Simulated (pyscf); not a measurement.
Structures and frequencies: ωB97X-D3(BJ)/def2-SVP in PySCF. Correlated levels are frozen-core, on RHF or UHF. ΔMP2 is the change of the MP2 total energy from the triple- to the quadruple-zeta basis.

Task: Estimate the classical barrier height and the reaction energy of H₃C–F + AlH₃ → CH₄ + F–AlH₂ at CCSD(T)/def2-TZVPP + ΔMP2(QZVPP). The step runs on the singlet surface, breaks C–F, Al–H and forms C–H, Al–F; take the separated reactants as zero.

Result: ΔE‡ = 1.12 eV, ΔE = -3.08 eV. Zero-point energy shifts the barrier by +0.03 eV. It is a four-centre exchange, with an imaginary mode of 1001i cm⁻¹. On the reactant side the descent ends in an adduct with a Al–F contact, 0.61 eV under the separated species and 1.70 eV under the saddle at ωB97X-D3(BJ)/def2-TZVP. On the product side the descent ends in a complex, 0.18 eV under the separated species and 4.23 eV under the saddle at ωB97X-D3(BJ)/def2-TZVP. What is counted as formed (Al–F) is already present as a longer contact in the reactant adduct; forming that adduct is a step of its own. One saddle was located; it need not be the lowest between these sides. The CCSD(T) − MP2 part came from Ansatz, without density fitting, on the same reference.
